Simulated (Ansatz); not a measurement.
Two shapes of singlet BNH₆.

Shape 1:

```xyz
8

B     0.0069    0.0010   -0.9084
N     0.0040    0.0045    0.7275
H     0.0094   -1.1785   -1.2389
H    -1.0211    0.5900   -1.2517
H     1.0262    0.5832   -1.2358
H    -0.0033    0.9484    1.0798
H    -0.8286   -0.4726    1.0804
H     0.8307   -0.4719    1.0950
```

Shape 2:

```xyz
8

B    -0.0009   -0.0469   -0.8981
N     0.0271   -0.0101    0.7603
H     0.0480   -1.1730   -1.2297
H    -1.0455    0.5784   -1.2845
H     0.9829    0.5596   -1.2364
H     0.0302    0.9600    1.1276
H    -0.8685   -0.4962    1.0983
H     0.7807   -0.4709    1.0640
```

Basis set: STO-3G (spherical functions). Left uncorrelated: 2 orbitals. Charge 0, multiplicity 1.

Computed with Ansatz (development build ahead of 0.2.0); each method stands on the lowest determinant of its kind that the runs found.

**Question.** Which shape is lower in energy, and by how much in each method?

**Answer.**

| method | E(2) − E(1) (eV) |
| --- | --- |
| RHF | 0.440 |
| RHF-MP2 | 0.452 |

Shape 1 is lower.
